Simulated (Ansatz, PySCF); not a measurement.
Potential energy curve for Si(H)3(Me), SMILES C[SiH3] (CH6Si), singlet. The C2–H8 bond (C2 also carries H, H, Si; H8 carries nothing else) is pulled apart rigidly from the PBE0/def2-TZVP optimised geometry.

Levels: UCCSD = CCSD on UHF/cc-pVDZ, frozen core in Ansatz (a first-principles code); RKS-M06-2X/6-31G* = PySCF with restricted M06-2X/6-31G*, spherical d; RHF/STO-3G = restricted Hartree-Fock/STO-3G in PySCF; UKS-B3LYP/6-31G* = unrestricted B3LYP/6-31G*, spherical d run with PySCF.

Energies are in kcal/mol, each relative to the lowest point of its own curve near equilibrium.

| R / Å | UCCSD | RKS-M06-2X/6-31G* | RHF/STO-3G | UKS-B3LYP/6-31G* |
|---|---|---|---|---|
| 0.90 | 24.7 | 21.9 | 24.7 | 22.0 |
| 0.96 | 10.8 | 9.2 | 9.9 | 9.3 |
| 1.03 | 2.4 | 1.8 | 1.6 | 1.9 |
| 1.05 | 1.2 | 0.8 | 0.6 | 0.9 |
| 1.09 | 0.0 | 0.0 | 0.0 | 0.0 |
| 1.13 | 0.1 | 0.5 | 1.1 | 0.4 |
| 1.17 | 1.4 | 2.0 | 3.6 | 1.8 |
| 1.24 | 5.4 | 6.5 | 10.5 | 6.1 |
| 1.32 | 12.1 | 13.5 | 21.4 | 12.8 |
| 1.43 | 23.1 | 25.0 | 39.6 | 23.8 |
| 1.58 | 39.2 | 42.0 | 67.6 | 40.0 |
| 1.78 | 60.0 | 64.1 | 105.9 | 60.8 |
| 2.04 | 82.6 | 89.9 | 152.2 | 84.6 |
| 2.32 | 98.6 | 113.1 | 194.0 | 100.5 |
| 2.67 | 107.1 | 135.8 | 233.3 | 109.2 |
| 3.20 | 109.8 | 159.8 | 270.2 | 113.4 |

At the longest distance, 3.20 Å, RHF/STO-3G lies highest above its minimum (270.2 kcal/mol) and UCCSD lowest (109.8 kcal/mol).

The unrestricted determinant behind UCCSD is spin-contaminated at 1.78 to 3.20 Å (<S²> up to 1.0, against 0.00 for a pure singlet). The restricted form behind RKS-M06-2X/6-31G*, RHF/STO-3G keeps the bonding electrons paired and can't separate into open-shell fragments. The unrestricted determinant behind UKS-B3LYP/6-31G* is spin-contaminated at 2.04 to 3.20 Å (<S²> up to 1.0, against 0.00 for a pure singlet).
